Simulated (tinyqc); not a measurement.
Worked calculation: Pariser-Parr-Pople SCF with singles CI, for the molecule O=CN=c1cc1 (SMILES; centres numbered as the heavy atoms are written). One step of it, computed by the program tinyqc.

Task: Iteration 2: orbitals and new P. Diagonalise F (the basis is taken as orthonormal) and form P = 2 sum c c over the lowest orbitals.

F (eV):
```
           1O         2C         3N         4C         5C         6C
1O  -8.004164  -4.959595   0.448914   0.371770  -0.153352  -0.162745
2C  -4.959595  -4.211527  -4.083506  -0.211079   0.142641   0.156549
3N   0.448914  -4.083506  -7.669904  -4.494006   0.420657   0.420435
4C   0.371770  -0.211079  -4.494006  -6.316027  -3.792125  -3.788127
5C  -0.153352   0.142641   0.420657  -3.792125  -7.018541  -4.723128
6C  -0.162745   0.156549   0.420435  -3.788127  -4.723128  -7.030470
```

pi electrons, sum of z_r less the charge = 6

Give: orbital energies; P after iteration 2.

Result:

orbital energies (eV): -15.7109  -12.5482  -9.5936  -2.3014  -1.5079  1.4114

P after iteration 2:
```
         1O       2C       3N       4C       5C       6C
1O   1.4649   0.8067  -0.2040  -0.2452   0.1247   0.1256
2C   0.8067   0.7205   0.4928   0.1056  -0.0924  -0.0927
3N  -0.2040   0.4928   1.3799   0.6795  -0.2331  -0.2349
4C  -0.2452   0.1056   0.6795   0.7859   0.4591   0.4587
5C   0.1247  -0.0924  -0.2331   0.4591   0.8232   0.8244
6C   0.1256  -0.0927  -0.2349   0.4587   0.8244   0.8255
```
